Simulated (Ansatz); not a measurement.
This geometry of CH3SSi (6 atoms, charge 0, multiplicity 2) is a first-order saddle point.

Computed with UKS B3LYP/def2-SVP in Ansatz.

```xyz
6
Properties=species:S:1:pos:R:3
C -0.796 -0.514 -1.216
Si -0.129 0.515 -0.072
S 1.684 0.084 1.013
H -1.130 -1.287 -1.897
H -0.697 1.853 0.200
H 1.068 -0.651 1.972
```

(1) Which two structures does it join? (They come from a converged band through this point; their orientation in space is the band's.)

(2) How far does it lie above each of them?

Results:

(1) No bond is made or broken. The dihedral C1–Si2–S3–H6 goes from 0 to -171°.

First end point:

```xyz
6
Properties=species:S:1:pos:R:3
C -1.020 -0.594 -0.832
Si -0.078 0.609 -0.151
S 1.494 0.372 1.285
H -1.556 -1.461 -1.196
H -0.212 2.049 -0.462
H 1.373 -0.975 1.355
```

Last end point:

```xyz
6
Properties=species:S:1:pos:R:3
C -1.181 -0.702 -0.987
Si -0.106 0.245 -0.124
S 1.459 -0.538 1.115
H -1.806 -1.404 -1.523
H -0.126 1.726 -0.121
H 1.761 0.673 1.640
```

(2) 0.089 eV above the first and 0.051 eV above the second. This is the barrier of this one path; another mechanism may lie lower.

The run took 5.7 min on 1 thread of Arm Neoverse N1, on a shared host, peak memory 0.15 GiB.
